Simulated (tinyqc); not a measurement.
UHF in the sto-6g basis, for H3O+, spin multiplicity 1, step by step (part 2 of 3). Computed by tinyqc, a small Python program that keeps every step (integrals from PySCF). Command: `OMP_NUM_THREADS=1 python tinyqc.py 21362 21363 out.jsonl` (the two numbers bound the seeds that draw the settings). One thread of a shared host (Intel(R) Xeon(R) Processor @ 2.60GHz), about 0.2 s of CPU time with the checks.

Geometry (angstrom):

| atom | x | y | z |
|---|---|---|---|
| O | 0.00000 | 0.00000 | 0.08900 |
| H | 1.02300 | 0.00000 | 0.00000 |
| H | -0.51200 | 0.88600 | 0.00000 |
| H | -0.51200 | -0.88600 | 0.00000 |

## Iteration 1: diagonalisation and new density

F(alpha) (hartree), lower triangle:
```
            1O 1s     1O 2s    1O 2px    1O 2py    1O 2pz     2H 1s     3H 1s     4H 1s
1O 1s   -21.26085
1O 2s    -5.15089  -2.85134
1O 2px   -0.00226  -0.02601  -1.04072
1O 2py    0.00018   0.01360   0.00083  -1.06209
1O 2pz    0.00182   0.03263   0.00106   0.15785  -0.70993
2H 1s    -1.05544  -1.13105  -0.65560   0.00102   0.05853  -0.87370
3H 1s    -1.05294  -1.10687   0.30561  -0.51597  -0.02359  -0.36020  -0.79764
4H 1s    -1.05372  -1.10234   0.30555   0.51791   0.13674  -0.36231  -0.33483  -0.80674
```

F(beta) (hartree), lower triangle:
```
            1O 1s     1O 2s    1O 2px    1O 2py    1O 2pz     2H 1s     3H 1s     4H 1s
1O 1s   -21.26085
1O 2s    -5.15089  -2.85134
1O 2px   -0.00226  -0.02601  -1.04072
1O 2py   -0.00018  -0.01360  -0.00083  -1.06209
1O 2pz    0.00182   0.03263   0.00106  -0.15785  -0.70993
2H 1s    -1.05544  -1.13105  -0.65560  -0.00102   0.05853  -0.87370
3H 1s    -1.05372  -1.10234   0.30555  -0.51791   0.13674  -0.36231  -0.80674
4H 1s    -1.05294  -1.10687   0.30561   0.51597  -0.02359  -0.36020  -0.33483  -0.79764
```

X, lower triangle:
```
           1O 1s     1O 2s    1O 2px    1O 2py   1O 2pz     2H 1s     3H 1s    4H 1s
1O 1s    1.02335
1O 2s   -0.14249   1.27457
1O 2px   0.00000   0.00003   1.10761
1O 2py   0.00000   0.00000   0.00000   1.10745
1O 2pz   0.00165  -0.01833   0.00000   0.00000  1.00132
2H 1s    0.01784  -0.24686  -0.25032   0.00000  0.01790   1.16825
3H 1s    0.01783  -0.24667   0.12517  -0.21662  0.01788  -0.05649   1.16809
4H 1s    0.01783  -0.24667   0.12517   0.21662  0.01788  -0.05649  -0.05650  1.16809
```

Diagonalise F' = X^T F X, C = X C', fill 5 alpha and 5 beta electrons from the bottom; D(s) = C_occ C_occ^T. Each column has its largest component positive (the first on a tie).

F' = X^T F X (alpha) (hartree), lower triangle:
```
           1         2         3         4         5         6         7         8
1  -20.92099
2   -2.57169  -1.59408
3    0.00053  -0.02191  -0.78885
4   -0.00189   0.01639   0.00086  -0.85041
5    0.00384  -0.00235   0.00065   0.20954  -0.70702
6   -0.16019  -0.47994  -0.49709   0.00034   0.03493  -0.35446
7   -0.15927  -0.48352   0.24380  -0.37085  -0.09794  -0.09560  -0.30135
8   -0.16158  -0.47059   0.24337   0.37077   0.16670  -0.09570  -0.05300  -0.30870
```

orbital energies (alpha) (hartree): MO1 -21.26440, MO2 -1.74668, MO3 -1.17382, MO4 -1.17344, MO5 -0.77609, MO6 0.00498, MO7 0.13804, MO8 0.16553

coefficients C (alpha):
```
             MO1       MO2       MO3       MO4       MO5       MO6       MO7       MO8
1O 1s    0.99643  -0.22636   0.00551   0.01305  -0.01423  -0.15145   0.00469   0.03211
1O 2s    0.01705   0.86222  -0.02612  -0.05378   0.07289   1.01292  -0.04049  -0.21810
1O 2px   0.00012   0.03818   0.28170   0.71375   0.00213   0.19182  -0.00356   0.83290
1O 2py   0.00000  -0.01168   0.76468  -0.30303  -0.07377   0.04942   0.79730  -0.00619
1O 2pz  -0.00041  -0.02558  -0.19512   0.07850   0.92577  -0.08399   0.30760   0.01817
2H 1s   -0.00325   0.13393   0.12662   0.30260  -0.02350  -0.83776   0.03895  -0.81608
3H 1s   -0.00328   0.09958   0.13293  -0.22636   0.28820  -0.58080  -0.77815   0.62463
4H 1s   -0.00324   0.09994  -0.24370  -0.07821  -0.33251  -0.47673   0.84259   0.60959
```

F' = X^T F X (beta) (hartree), lower triangle:
```
           1         2         3         4         5         6         7         8
1  -20.92099
2   -2.57169  -1.59408
3    0.00053  -0.02191  -0.78885
4    0.00189  -0.01639  -0.00086  -0.85041
5    0.00384  -0.00235   0.00065  -0.20954  -0.70702
6   -0.16019  -0.47994  -0.49709  -0.00034   0.03493  -0.35446
7   -0.16158  -0.47059   0.24337  -0.37077   0.16670  -0.09570  -0.30870
8   -0.15927  -0.48352   0.24380   0.37085  -0.09794  -0.09560  -0.05300  -0.30135
```

orbital energies (beta) (hartree): MO1 -21.26440, MO2 -1.74668, MO3 -1.17382, MO4 -1.17344, MO5 -0.77609, MO6 0.00498, MO7 0.13804, MO8 0.16553

coefficients C (beta):
```
             MO1       MO2       MO3       MO4       MO5       MO6       MO7       MO8
1O 1s    0.99643  -0.22636  -0.00551   0.01305  -0.01423  -0.15145   0.00469   0.03211
1O 2s    0.01705   0.86222   0.02612  -0.05378   0.07289   1.01292  -0.04049  -0.21810
1O 2px   0.00012   0.03818  -0.28170   0.71375   0.00213   0.19182  -0.00356   0.83290
1O 2py   0.00000   0.01168   0.76468   0.30303   0.07377  -0.04942  -0.79730   0.00619
1O 2pz  -0.00041  -0.02558   0.19512   0.07850   0.92577  -0.08399   0.30760   0.01817
2H 1s   -0.00325   0.13393  -0.12662   0.30260  -0.02350  -0.83776   0.03895  -0.81608
3H 1s   -0.00324   0.09994   0.24370  -0.07821  -0.33251  -0.47673   0.84259   0.60959
4H 1s   -0.00328   0.09958  -0.13293  -0.22636   0.28820  -0.58080  -0.77815   0.62463
```

D(alpha) after iteration 1, lower triangle:
```
           1O 1s     1O 2s    1O 2px    1O 2py    1O 2pz     2H 1s     3H 1s    4H 1s
1O 1s    1.04452
1O 2s   -0.18007   0.75260
1O 2px   0.00232  -0.01267   0.59026
1O 2py   0.00395  -0.01912  -0.00148   0.68214
1O 2pz  -0.00784   0.04629   0.00206  -0.24099   0.90195
2H 1s   -0.02858   0.09413   0.25671   0.00529  -0.02614   0.12610
3H 1s   -0.03213   0.11551  -0.11970   0.14782   0.22056  -0.04509   0.16189
4H 1s   -0.02349   0.07245  -0.12137  -0.13929  -0.26897  -0.03331  -0.10056  0.18607
```

D(beta) after iteration 1, lower triangle:
```
           1O 1s     1O 2s    1O 2px    1O 2py    1O 2pz     2H 1s     3H 1s    4H 1s
1O 1s    1.04452
1O 2s   -0.18007   0.75260
1O 2px   0.00232  -0.01267   0.59026
1O 2py  -0.00395   0.01912   0.00148   0.68214
1O 2pz  -0.00784   0.04629   0.00206   0.24099   0.90195
2H 1s   -0.02858   0.09413   0.25671  -0.00529  -0.02614   0.12610
3H 1s   -0.02349   0.07245  -0.12137   0.13929  -0.26897  -0.03331   0.18607
4H 1s   -0.03213   0.11551  -0.11970  -0.14782   0.22056  -0.04509  -0.10056  0.16189
```

## Iteration 2: building the Fock matrix

core Hamiltonian H = T + V (hartree), lower triangle:
```
            1O 1s     1O 2s    1O 2px    1O 2py    1O 2pz     2H 1s     3H 1s     4H 1s
1O 1s   -33.47682
1O 2s    -7.40459  -9.68989
1O 2px    0.00000   0.00003  -8.05309
1O 2py    0.00000   0.00000   0.00000  -8.05288
1O 2pz    0.00371   0.04218   0.00000   0.00000  -7.89639
2H 1s    -1.52269  -3.47745  -2.47330   0.00000   0.22624  -5.07598
3H 1s    -1.52165  -3.47576   1.23709  -2.14068   0.22610  -1.14196  -5.07501
4H 1s    -1.52165  -3.47576   1.23709   2.14068   0.22610  -1.14196  -1.14233  -5.07501
```

nuclear repulsion = 13.2613900 hartree

Given earlier and not repeated: Two-electron integrals (ij|kl) in chemists' order.

J_ij = sum D_kl (ij|kl) with D = D(alpha) + D(beta), K_ij = sum D_kl (ik|jl) for each spin; F = H + J - K(s); E = tr D H + tr D J / 2 - 0.5 sum_s tr D(s) K(s) + E_nn.

Coulomb J (hartree), lower triangle:
```
           1O 1s     1O 2s    1O 2px    1O 2py    1O 2pz    2H 1s    3H 1s    4H 1s
1O 1s   17.45569
1O 2s    3.10657   8.21587
1O 2px  -0.00073  -0.00364   8.21773
1O 2py   0.00000   0.00000   0.00000   8.22746
1O 2pz   0.00148  -0.00335   0.00032   0.00000   8.20243
2H 1s    0.65332   2.91878   2.25587   0.00000  -0.19796  4.78884
3H 1s    0.65297   2.92065  -1.13156   1.95766  -0.19820  0.95722  4.80471
4H 1s    0.65297   2.92065  -1.13156  -1.95766  -0.19820  0.95722  0.95831  4.80471
```

exchange K(alpha) (hartree), lower triangle:
```
           1O 1s     1O 2s    1O 2px    1O 2py    1O 2pz    2H 1s    3H 1s    4H 1s
1O 1s    4.89643
1O 2s    0.76830   1.28272
1O 2px   0.00022  -0.00323   0.99995
1O 2py  -0.00036  -0.00856  -0.00095   1.02846
1O 2pz  -0.00008   0.00745   0.00085  -0.10440   1.05011
2H 1s    0.17251   0.51527   0.39062   0.00008  -0.03459  0.49236
3H 1s    0.17200   0.51421  -0.19363   0.33117   0.00875  0.14239  0.48651
4H 1s    0.17224   0.51281  -0.19466  -0.33257  -0.07741  0.14505  0.14026  0.50249
```

exchange K(beta) (hartree), lower triangle:
```
           1O 1s     1O 2s    1O 2px    1O 2py    1O 2pz    2H 1s    3H 1s    4H 1s
1O 1s    4.89643
1O 2s    0.76830   1.28272
1O 2px   0.00022  -0.00323   0.99995
1O 2py   0.00036   0.00856   0.00095   1.02846
1O 2pz  -0.00008   0.00745   0.00085   0.10440   1.05011
2H 1s    0.17251   0.51527   0.39062  -0.00008  -0.03459  0.49236
3H 1s    0.17224   0.51281  -0.19466   0.33257  -0.07741  0.14505  0.50249
4H 1s    0.17200   0.51421  -0.19363  -0.33117   0.00875  0.14239  0.14026  0.48651
```

F(alpha) (hartree), lower triangle:
```
            1O 1s     1O 2s    1O 2px    1O 2py    1O 2pz     2H 1s     3H 1s     4H 1s
1O 1s   -20.91755
1O 2s    -5.06632  -2.75674
1O 2px   -0.00095  -0.00038  -0.83531
1O 2py    0.00036   0.00856   0.00095  -0.85388
1O 2pz    0.00526   0.03138  -0.00053   0.10440  -0.74407
2H 1s    -1.04188  -1.07395  -0.60804  -0.00008   0.06287  -0.77950
3H 1s    -1.04068  -1.06932   0.29915  -0.51419   0.01914  -0.32712  -0.75682
4H 1s    -1.04093  -1.06793   0.30019   0.51559   0.10531  -0.32978  -0.32428  -0.77280
```

F(beta) (hartree), lower triangle:
```
            1O 1s     1O 2s    1O 2px    1O 2py    1O 2pz     2H 1s     3H 1s     4H 1s
1O 1s   -20.91755
1O 2s    -5.06632  -2.75674
1O 2px   -0.00095  -0.00038  -0.83531
1O 2py   -0.00036  -0.00856  -0.00095  -0.85388
1O 2pz    0.00526   0.03138  -0.00053  -0.10440  -0.74407
2H 1s    -1.04188  -1.07395  -0.60804   0.00008   0.06287  -0.77950
3H 1s    -1.04093  -1.06793   0.30019  -0.51559   0.10531  -0.32978  -0.77280
4H 1s    -1.04068  -1.06932   0.29915   0.51419   0.01914  -0.32712  -0.32428  -0.75682
```

total energy of this density = -75.9018113 hartree

## Iteration 2: diagonalisation and new density

As before.

F' = X^T F X (alpha) (hartree), lower triangle:
```
           1         2         3         4         5         6         7         8
1  -20.58335
2   -2.53078  -1.52285
3   -0.00118   0.00251  -0.56321
4   -0.00087   0.01059   0.00134  -0.59450
5    0.00742  -0.00757  -0.00086   0.13424  -0.74059
6   -0.16324  -0.47012  -0.51183  -0.00100   0.04136  -0.27149
7   -0.16289  -0.47209   0.25270  -0.42577  -0.03461  -0.07617  -0.25466
8   -0.16396  -0.46243   0.25300   0.42403   0.11584  -0.07801  -0.06902  -0.27223
```

orbital energies (alpha) (hartree): MO1 -20.92091, MO2 -1.66304, MO3 -1.03590, MO4 -1.02789, MO5 -0.76385, MO6 0.06704, MO7 0.26554, MO8 0.27613

coefficients C (alpha):
```
             MO1       MO2       MO3       MO4       MO5       MO6       MO7       MO8
1O 1s    0.99651  -0.22755   0.00111   0.00194  -0.01735  -0.15294  -0.00217  -0.00098
1O 2s    0.01655   0.86946  -0.00699  -0.01011   0.09111   1.03100   0.00988   0.00738
1O 2px   0.00005   0.00125   0.05353   0.70342  -0.00104   0.01100   0.18462  -0.88821
1O 2py  -0.00002  -0.00518   0.72582  -0.05894  -0.02017   0.00088   0.87056   0.17804
1O 2pz  -0.00055  -0.03129  -0.16948   0.01553   0.96679  -0.11532   0.15806   0.03234
2H 1s   -0.00297   0.11191   0.03671   0.39794  -0.03093  -0.65289  -0.19260   0.92676
3H 1s   -0.00296   0.10355   0.29393  -0.21641   0.16004  -0.65038  -0.70475  -0.63691
4H 1s   -0.00296   0.10705  -0.31946  -0.17218  -0.21939  -0.64121   0.89375  -0.30604
```

F' = X^T F X (beta) (hartree), lower triangle:
```
           1         2         3         4         5         6         7         8
1  -20.58335
2   -2.53078  -1.52285
3   -0.00118   0.00251  -0.56321
4    0.00087  -0.01059  -0.00134  -0.59450
5    0.00742  -0.00757  -0.00086  -0.13424  -0.74059
6   -0.16324  -0.47012  -0.51183   0.00100   0.04136  -0.27149
7   -0.16396  -0.46243   0.25300  -0.42403   0.11584  -0.07801  -0.27223
8   -0.16289  -0.47209   0.25270   0.42577  -0.03461  -0.07617  -0.06902  -0.25466
```

orbital energies (beta) (hartree): MO1 -20.92091, MO2 -1.66304, MO3 -1.03590, MO4 -1.02789, MO5 -0.76385, MO6 0.06704, MO7 0.26554, MO8 0.27613

coefficients C (beta):
```
             MO1       MO2       MO3       MO4       MO5       MO6       MO7       MO8
1O 1s    0.99651  -0.22755  -0.00111   0.00194  -0.01735  -0.15294  -0.00217  -0.00098
1O 2s    0.01655   0.86946   0.00699  -0.01011   0.09111   1.03100   0.00988   0.00738
1O 2px   0.00005   0.00125  -0.05353   0.70342  -0.00104   0.01100   0.18462  -0.88821
1O 2py   0.00002   0.00518   0.72582   0.05894   0.02017  -0.00088  -0.87056  -0.17804
1O 2pz  -0.00055  -0.03129   0.16948   0.01553   0.96679  -0.11532   0.15806   0.03234
2H 1s   -0.00297   0.11191  -0.03671   0.39794  -0.03093  -0.65289  -0.19260   0.92676
3H 1s   -0.00296   0.10705   0.31946  -0.17218  -0.21939  -0.64121   0.89375  -0.30604
4H 1s   -0.00296   0.10355  -0.29393  -0.21641   0.16004  -0.65038  -0.70475  -0.63691
```

D(alpha) after iteration 2, lower triangle:
```
           1O 1s     1O 2s    1O 2px    1O 2py    1O 2pz     2H 1s     3H 1s    4H 1s
1O 1s    1.04511
1O 2s   -0.18296   0.76469
1O 2px   0.00120  -0.00650   0.49767
1O 2py   0.00219  -0.01082  -0.00259   0.53072
1O 2pz  -0.01036   0.06190   0.00080  -0.14326   0.96462
2H 1s   -0.02708   0.09015   0.28206   0.00324  -0.03345   0.17319
3H 1s   -0.02938   0.10470  -0.13653   0.22233   0.09831  -0.06868   0.16957
4H 1s   -0.02419   0.07701  -0.13786  -0.21785  -0.16399  -0.06147  -0.08065  0.19130
```

D(beta) after iteration 2, lower triangle:
```
           1O 1s     1O 2s    1O 2px    1O 2py    1O 2pz     2H 1s     3H 1s    4H 1s
1O 1s    1.04511
1O 2s   -0.18296   0.76469
1O 2px   0.00120  -0.00650   0.49767
1O 2py  -0.00219   0.01082   0.00259   0.53072
1O 2pz  -0.01036   0.06190   0.00080   0.14326   0.96462
2H 1s   -0.02708   0.09015   0.28206  -0.00324  -0.03345   0.17319
3H 1s   -0.02419   0.07701  -0.13786   0.21785  -0.16399  -0.06147   0.19130
4H 1s   -0.02938   0.10470  -0.13653  -0.22233   0.09831  -0.06868  -0.08065  0.16957
```

## Iteration 16 (converged): orbitals

converged F(alpha) (hartree), lower triangle:
```
            1O 1s     1O 2s    1O 2px    1O 2py    1O 2pz     2H 1s     3H 1s     4H 1s
1O 1s   -21.07039
1O 2s    -5.09364  -2.82859
1O 2px    0.00000  -0.00002  -0.86278
1O 2py    0.00000  -0.00001   0.00001  -0.86256
1O 2pz    0.00606   0.02839   0.00001   0.00002  -0.87428
2H 1s    -1.04739  -1.09166  -0.62109   0.00000   0.06635  -0.80138
3H 1s    -1.04668  -1.09115   0.31069  -0.53765   0.06631  -0.32669  -0.80102
4H 1s    -1.04668  -1.09115   0.31069   0.53766   0.06632  -0.32669  -0.32676  -0.80108
```

converged F(beta) (hartree), lower triangle:
```
            1O 1s     1O 2s    1O 2px    1O 2py    1O 2pz     2H 1s     3H 1s     4H 1s
1O 1s   -21.07039
1O 2s    -5.09364  -2.82859
1O 2px    0.00000  -0.00002  -0.86278
1O 2py    0.00000   0.00001  -0.00001  -0.86256
1O 2pz    0.00606   0.02839   0.00001  -0.00002  -0.87428
2H 1s    -1.04739  -1.09166  -0.62109   0.00000   0.06635  -0.80138
3H 1s    -1.04668  -1.09115   0.31069  -0.53766   0.06632  -0.32669  -0.80108
4H 1s    -1.04668  -1.09115   0.31069   0.53765   0.06631  -0.32669  -0.32676  -0.80102
```

As before.

F' = X^T F X (alpha) (hartree), lower triangle:
```
           1         2         3         4         5         6         7         8
1  -20.73723
2   -2.53050  -1.59990
3    0.00001   0.00002  -0.58637
4    0.00000  -0.00002   0.00002  -0.58647
5    0.00857  -0.01167   0.00000   0.00003  -0.87062
6   -0.16519  -0.47019  -0.51624   0.00000   0.04319  -0.29081
7   -0.16499  -0.46990   0.25819  -0.44687   0.04315  -0.06922  -0.29087
8   -0.16499  -0.46989   0.25819   0.44688   0.04317  -0.06922  -0.06919  -0.29093
```

orbital energies (alpha) (hartree): MO1 -21.07351, MO2 -1.72681, MO3 -1.06209, MO4 -1.06186, MO5 -0.87526, MO6 0.03853, MO7 0.25368, MO8 0.25410

coefficients C (alpha):
```
             MO1       MO2       MO3       MO4       MO5       MO6       MO7       MO8
1O 1s    0.99665  -0.22948   0.00000   0.00000  -0.01684  -0.14919   0.00000   0.00007
1O 2s    0.01589   0.88536  -0.00002   0.00002   0.08897   1.01773   0.00001  -0.00057
1O 2px   0.00000   0.00001   0.70075   0.00637   0.00002  -0.00040   0.00287  -0.91088
1O 2py   0.00000   0.00001  -0.00640   0.70083   0.00002  -0.00003   0.91054   0.00285
1O 2pz  -0.00058  -0.03174  -0.00002  -0.00006   0.99501  -0.11361   0.00002   0.00006
2H 1s   -0.00283   0.09753   0.40106   0.00365  -0.02954  -0.64965  -0.00299   0.94980
3H 1s   -0.00283   0.09747  -0.20376   0.34556  -0.02950  -0.64988  -0.82074  -0.47711
4H 1s   -0.00283   0.09748  -0.19745  -0.34926  -0.02958  -0.64990   0.82368  -0.47194
```

F' = X^T F X (beta) (hartree), lower triangle:
```
           1         2         3         4         5         6         7         8
1  -20.73723
2   -2.53050  -1.59990
3    0.00001   0.00002  -0.58637
4    0.00000   0.00002  -0.00002  -0.58647
5    0.00857  -0.01167   0.00000  -0.00003  -0.87062
6   -0.16519  -0.47019  -0.51624   0.00000   0.04319  -0.29081
7   -0.16499  -0.46989   0.25819  -0.44688   0.04317  -0.06922  -0.29093
8   -0.16499  -0.46990   0.25819   0.44687   0.04315  -0.06922  -0.06919  -0.29087
```

orbital energies (beta) (hartree): MO1 -21.07351, MO2 -1.72681, MO3 -1.06209, MO4 -1.06186, MO5 -0.87526, MO6 0.03853, MO7 0.25368, MO8 0.25410

coefficients C (beta):
```
             MO1       MO2       MO3       MO4       MO5       MO6       MO7       MO8
1O 1s    0.99665  -0.22948   0.00000   0.00000  -0.01684  -0.14919   0.00000   0.00007
1O 2s    0.01589   0.88536  -0.00002  -0.00002   0.08897   1.01773  -0.00001  -0.00057
1O 2px   0.00000   0.00001   0.70075  -0.00637   0.00002  -0.00040  -0.00287  -0.91088
1O 2py   0.00000  -0.00001   0.00640   0.70083  -0.00002   0.00003   0.91054  -0.00285
1O 2pz  -0.00058  -0.03174  -0.00002   0.00006   0.99501  -0.11361  -0.00002   0.00006
2H 1s   -0.00283   0.09753   0.40106  -0.00365  -0.02954  -0.64965   0.00299   0.94980
3H 1s   -0.00283   0.09748  -0.19745   0.34926  -0.02958  -0.64990  -0.82368  -0.47194
4H 1s   -0.00283   0.09747  -0.20376  -0.34556  -0.02950  -0.64988   0.82074  -0.47711
```

D(alpha) after iteration 16, lower triangle:
```
           1O 1s    1O 2s    1O 2px    1O 2py    1O 2pz     2H 1s     3H 1s    4H 1s
1O 1s    1.04625
1O 2s   -0.18883  0.79204
1O 2px   0.00000  0.00000   0.49109
1O 2py   0.00000  0.00002  -0.00002   0.49120
1O 2pz  -0.01005  0.06042   0.00000  -0.00003   0.99104
2H 1s   -0.02471  0.08367   0.28107  -0.00001  -0.03250   0.17126
3H 1s   -0.02469  0.08364  -0.14058   0.24348  -0.03246  -0.07007   0.17131
4H 1s   -0.02469  0.08363  -0.14059  -0.24351  -0.03250  -0.07008  -0.07008  0.17135
```

D(beta) after iteration 16, lower triangle:
```
           1O 1s     1O 2s    1O 2px    1O 2py    1O 2pz     2H 1s     3H 1s    4H 1s
1O 1s    1.04625
1O 2s   -0.18883   0.79204
1O 2px   0.00000   0.00000   0.49109
1O 2py   0.00000  -0.00002   0.00002   0.49120
1O 2pz  -0.01005   0.06042   0.00000   0.00003   0.99104
2H 1s   -0.02471   0.08367   0.28107   0.00001  -0.03250   0.17126
3H 1s   -0.02469   0.08363  -0.14059   0.24351  -0.03250  -0.07008   0.17135
4H 1s   -0.02469   0.08364  -0.14058  -0.24348  -0.03246  -0.07007  -0.07008  0.17131
```
